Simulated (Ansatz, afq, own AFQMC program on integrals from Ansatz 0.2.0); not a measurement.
Two steps: Ansatz 0.2.0 writes the Fock matrix and Cholesky factors of the valence space, and afq projects on them the lowest state that overlaps trial and start.

```yaml
crystal:
  periodic: [false, false, false]
  atoms:
    - {symbol: C, position_ang: [-0.172419, 0.060225, -0.079652]}
    - {symbol: Ag, position_ang: [1.642759, -0.685268, 0.630419]}
    - {symbol: H, position_ang: [-0.933151, -0.081147, 0.699978]}
    - {symbol: H, position_ang: [-0.443109, -0.495161, -0.987843]}
    - {symbol: H, position_ang: [-0.044179, 1.127753, -0.304301]}
basis:
  gaussian: {orbitals: def2-TZVP}
magnetization: {spin_polarized: false}
correlation: {method: ccsd_t, electrons: outside_noble_gas, hamiltonian_folder: ham}
```

```sh
$ ansatz run in.yaml --threads 1 --pin off --events-out ev --progress --plain --max-ram 16896MiB --backend cuda --devices 0, --max-vram 18GiB
```

Options of the walk:

```
--method free --trial cisd --walkers 4000 --time-step 0.03 --max-blocks 4000 --target-error 0.00052 --factor-cut 1e-05 --seed 3108 --times 0,0.21,0.42,0.81,1.2,1.8,2.4,3 --taylor-order 8
```

Times are imaginary, in 1/Eh. The walk had a cap of 138 s. Core potentials past Kr, no spin–orbit coupling.

Log:

```
orbitals 84  electrons 9 9  factors 678 of 742
reference energy -185.70287162 Eh
CCSD correlation -0.49792193 Eh in 13 cycles, weight of the determinant in the CISD state 0.8551
repeat  energy at the last time / Eh  error
    10  -186.217672  0.000795
    20  -186.217184  0.000601
time / (1/Eh)  energy / Eh  error  mean overlap
  0.00  -186.201081  0.000177  1.1700
  0.21  -186.209878  0.000182  1.1692
  0.42  -186.213057  0.000145  1.1690
  0.81  -186.215341  0.000165  1.1726
  1.20  -186.216309  0.000173  1.1748
  1.80  -186.216673  0.000275  1.1737
  2.40  -186.217662  0.000435  1.1723
  3.00  -186.217444  0.000507  1.1771
energy -186.217444 +/- 0.000507 Eh
```

The run passed its tests (error under three times the target), which doesn't prove that it has relaxed, ending at its cap on processor time.

Against this walk (error 13.8 meV) on the same determinant: CCSD(T) 25.8 meV higher (within the noise), CCSDT(Q) 1.7 meV higher (within the noise). The error is statistical, and a free projection of finite length keeps a remainder of its start.

Cautions: remainder of the start not in the error; no spin-orbit coupling; outer-core shells of the metal frozen.

The walk took 2.3 min on 1 × NVIDIA H100 80GB HBM3 with 2 threads of AMD EPYC 7R13 Processor (Zen 3), with other jobs on the host (the card was shared). The log's last line is the free-projection energy.

CCSDT and higher add their correlation energy to the determinant of the CCSD(T) run, since their own runs factorise the integrals more tightly (a shift of under 2 meV).
